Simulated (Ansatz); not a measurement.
# CH5ClSi: the cost of one run

Method: RKS PBE/def2-mTZVP, in Ansatz 0.2.0.

### 1 The structure to begin with

Bond lengths: Si1–C2 2.070 Å, C2–H3 1.110 Å, C2–H4 1.110 Å, C2–H5 1.110 Å, Si1–H6 1.660 Å, Si1–H7 1.459 Å, Si1–Cl8 2.128 Å. Angles: Si1–C2–H3 76.8°, Si1–C2–H4 131.6°, Si1–C2–H5 113.2°, H3–C2–H4 109.4°, H3–C2–H5 109.4°, H4–C2–H5 109.4°, C2–Si1–H6 46.7°, C2–Si1–H7 122.7°, C2–Si1–Cl8 122.7°, H6–Si1–H7 121.2°, H6–Si1–Cl8 121.2°, H7–Si1–Cl8 109.5°.

As a file:

```xyz
8

Si    0.0000    0.0000    0.0000
C     1.1598    0.0000    1.7145
H     0.1602   -0.3092    2.0850
H     1.9274   -0.7111    2.0850
H     1.3918    1.0203    2.0850
H     1.6388    0.0000    0.2650
H    -0.6877    1.1914   -0.4862
Cl   -1.0032   -1.7381   -0.7093
```

### 2 A restrained relaxation towards end A

Springs on the bonds that form and break draw the guess towards this end; the thresholds are loose.

input.yaml

```yaml
crystal:
  periodic: [false, false, false]
  atoms:
    - { symbol: Si, position_ang: [0.0, 0.0, 0.0] }
    - { symbol: C, position_ang: [1.1598, 0.0, 1.7145] }
    - { symbol: H, position_ang: [0.1602, -0.3092, 2.085] }
    - { symbol: H, position_ang: [1.9274, -0.7111, 2.085] }
    - { symbol: H, position_ang: [1.3918, 1.0203, 2.085] }
    - { symbol: H, position_ang: [1.6388, 0.0, 0.265] }
    - { symbol: H, position_ang: [-0.6877, 1.1914, -0.4862] }
    - { symbol: Cl, position_ang: [-1.0032, -1.7381, -0.7093] }
basis:
  gaussian: { orbitals: def2-mTZVP }
hamiltonian:
  xc: pbe
relax:
  f_tol: 0.15
  max_steps: 25
  restrain:
    - { distance: [1, 5], at: 2.31, k: 30.0 }
    - { distance: [0, 1], at: 1.87, k: 30.0 }
    - { distance: [0, 5], at: 1.46, k: 30.0 }
```

The run is started by

```sh
$ ansatz run input.yaml --threads 2 --pin off --max-ram 3072MiB --backend cpu --events-out ev --progress --plain --runs-dir out
```

Q: Estimate wall time and peak memory on 2 threads of Arm Neoverse V1, shared host.

About 10 s, with a peak of 0.14 GiB.
